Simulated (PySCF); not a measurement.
Dipole moment and polarisability of `C#CC(C)=O`

Compound: C₄H₄O.
Cartesian coordinates in Å at the GFN2-xTB level; atoms count from 1:
```xyz
9
C4H4O angstrom
C      2.151    0.641   -0.102
C      1.132    0.042    0.109
C     -0.073   -0.705    0.373
C     -1.319    0.023   -0.060
O     -0.063   -1.797    0.885
H      3.036    1.176   -0.292
H     -1.386    0.975    0.462
H     -1.267    0.230   -1.128
H     -2.197   -0.580    0.157
```

Level: PBE0/def2-SVPD (PySCF), static field, nuclei fixed, core orbitals frozen in the response. The polarisability tensor in these axes (au):

```
x   61.16  9.65 -2.62
y    9.65 49.93 -6.70
z   -2.62 -6.70 37.17
```

Question: Give the principal values, the mean and the anisotropy Δα = √{½[(α1 − α2)² + (α2 − α3)² + (α1 − α3)²]}.

Answer: Principal values 34.20, 46.28 and 67.78 au; mean 49.42 au = 7.32 Å³ = 8.15 × 10⁻⁴⁰ C²·m²/J; Δα = 29.45 au (60 % of the mean).

Question: What is the dipole moment, and where does it point?

Answer: (0.05, 2.87, -1.35) D, 3.17 D in size, pointing from the negative to the positive side. Measured along this direction, the outermost atoms are O5 at the negative end and H6 at the positive end.

Question: In a dilute gas of rigid molecules at 298 K, how does the orientational term μ²/3kT compare with the electronic polarisability?

Answer: In Gaussian units μ²/3kT = 81.39 Å³ against 7.32 Å³, a ratio of 11.11; the Debye molar polarisation (4π/3)N_A(α + μ²/3kT) is 223.8 cm³/mol, leaving out the vibrational part.

Question: Molar refractivity from α?

Answer: Lorentz–Lorenz: R = (4π/3)N_A α = 2.5225 cm³/(mol·Å³) × 7.32 Å³ = 18.5 cm³/mol, in the limit of long wavelengths.

Question: What would n − 1 = 2πNα be for an ideal gas of these molecules at 298.15 K and 1 atm, electronic part alone?

Answer: N = p/kT = 2.4615 × 10¹⁹ cm⁻³, so n − 1 = 2π × N × 7.32 × 10⁻²⁴ cm³ = 1133 × 10⁻⁶ at long wavelengths.

Geometry: GFN2-xTB; no solvent, vibrations or thermal averaging.
